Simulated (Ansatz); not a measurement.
# CH₂O₂S: up Jacob's ladder to CCSD(T)

An exercise on one series of results from a longer session: the logs are not shown, and one member is left open.

Method: functionals in def2-TZVPP, the program's frozen cores in correlated methods; program: Ansatz 0.2.0, Gaussian basis.

The runs, in order: LDA (SPW92), PBE-D4, revPBE-D4, BLYP-D4, r2SCAN-D4, B97M-V, PBE0-D4, B3LYP-D4, r2SCANh-D4, r2SCAN0-D4, HSE06-D4, BHLYP-D4, CAM-B3LYP-D4, LC-ωPBE, ωB97X-V, ωB97M-V, B2PLYP, PBE-QIDH; CCSD(T)/def2-SVP; CCSD(T)/def2-TZVPP; MP2/def2-QZVPP; extrapolation to the limit; RPA on PBE.

## The relaxed structure

The geometry comes from an earlier relaxation with PBE0-D4 in a triple-zeta def2 set; it is a stationary point.

SMILES `OC(O)=S`, 6 atoms, charge 0, spin multiplicity 1.

Atoms are counted from 1 here; the program's logs count them from 0.

Bond lengths: O1–C2 1.336 Å, O1–H5 0.966 Å, C2–O3 1.320 Å, C2–S4 1.626 Å, O3–H6 0.968 Å. Angles: C2–O1–H5 106.9°, O1–C2–O3 110.7°, O1–C2–S4 124.8°, O3–C2–S4 124.4°, C2–O3–H6 109.2°.

Set-up of the first run:

in.yaml reads:

```yaml
crystal:
  periodic: [false, false, false]
  atoms:
    - {symbol: O, position_ang: [0.781640, 0.477432, -0.500515]}
    - {symbol: C, position_ang: [-0.308060, -0.123946, -0.016251]}
    - {symbol: O, position_ang: [-0.098578, -0.549265, 1.215352]}
    - {symbol: S, position_ang: [-1.704599, -0.310351, -0.827875]}
    - {symbol: H, position_ang: [0.567916, 0.764957, -1.398105]}
    - {symbol: H, position_ang: [0.803882, -0.323027, 1.481293]}
basis:
  gaussian: {orbitals: def2-TZVPP}
hamiltonian: {xc: lda}
output: {orbitals: {seedname: orbitals}}
```

Launch:

```
$ ansatz run in.yaml --threads 2 --pin off --events-out ev --progress --plain --max-ram 4352MiB
```

Among the steps run: LDA; PBE-D4 (GGA); revPBE-D4 (GGA); BLYP-D4 (GGA); r2SCAN-D4 (meta-GGA); B97M-V (meta-GGA); B3LYP-D4 (hybrid); r2SCANh-D4 (hybrid); r2SCAN0-D4 (hybrid); HSE06-D4 (hybrid); BHLYP-D4 (hybrid); CAM-B3LYP-D4 (range-separated); LC-ωPBE (range-separated); ωB97X-V (range-separated); ωB97M-V (range-separated); B2PLYP (double hybrid); PBE-QIDH (double hybrid).

One of the session's tables, all rows but one given; the rest of the session is left out.

It belongs to the step «Frontier levels by functional». 

| functional | HOMO (eV) | gap (eV) |
| --- | --- | --- |
| LDA (SPW92) | -5.80 | 3.75 |
| PBE-D4 | -5.63 | 3.82 |
| revPBE-D4 | -5.57 | 3.85 |
| BLYP-D4 | -5.48 | 3.77 |
| r2SCAN-D4 | -5.89 | 4.24 |
| B97M-V | -5.93 | 4.40 |
| PBE0-D4 | -6.89 | 6.02 |
| B3LYP-D4 | -6.65 | 5.53 |
| r2SCANh-D4 | ? | ? |
| r2SCAN0-D4 | -7.07 | 6.30 |
| HSE06-D4 | -6.49 | 5.23 |
| BHLYP-D4 | -8.00 | 8.22 |
| CAM-B3LYP-D4 | -8.24 | 8.50 |
| LC-ωPBE | -9.64 | 11.04 |
| ωB97X-V | -9.26 | 10.65 |
| ωB97M-V | -9.09 | 10.46 |

Q: Estimate the row for r2SCANh-D4 from the others.

Worked estimate for «HOMO (eV)». Against the share of exact exchange, r2SCAN-D4 (0, -5.89), r2SCAN0-D4 (0.25, -7.07) give a slope of -4.72 per unit share; at 0.1 the line stands at -6.36.

The run gave: HOMO (eV): -6.36; gap (eV): 5.06. In «HOMO (eV)» the line misses by 0.00.
